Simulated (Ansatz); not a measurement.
Rock-salt MgO, relaxed in Ansatz (plane waves) with several semilocal functionals. Each gives its own volume and its own elastic constant C11:

| level | V0 (Å³/atom) | elastic constant C11 (GPa) | ln V0 | ln C11 |
|---|---|---|---|---|
| LDA | 8.997 | 325.3 | 2.1969 | 5.7847 |
| r²SCAN | 9.290 | 310.4 | 2.2289 | 5.7379 |
| PBE | 9.623 | 267.0 | 2.2642 | 5.5872 |

Task: Fit a straight line to ln C11 against ln V0. What does it predict for PBEsol, whose volume is 9.357 Å³/atom?

Result: With x = ln V0 and y = ln C11: means 2.23000 and 5.70327; Σ(Δx Δy) = -0.006703, Σ(Δx²) = 0.002266, so the slope is -2.96. At x = 2.2361 the line gives y = 5.70327 + (-2.96) × (2.2361 − 2.23000) = 5.6852, or 294.5 GPa. The run with PBEsol gives 292.6 GPa, -0.6 % from the line. The rows used scatter about it by up to 3.2 %, while the largest value lies 22 % above the smallest.

Measured: 306 GPa (measured, temperature not stated, not corrected to a static lattice, our sources range from 298 to 306; as tabulated in Råsander and Moram (2015), arXiv:1505.02379).

Ansatz's density-functional and Hartree–Fock values are scalar-relativistic unless marked +SOC, with PAW data made under PBE.

Ansatz is a program for electronic structure.
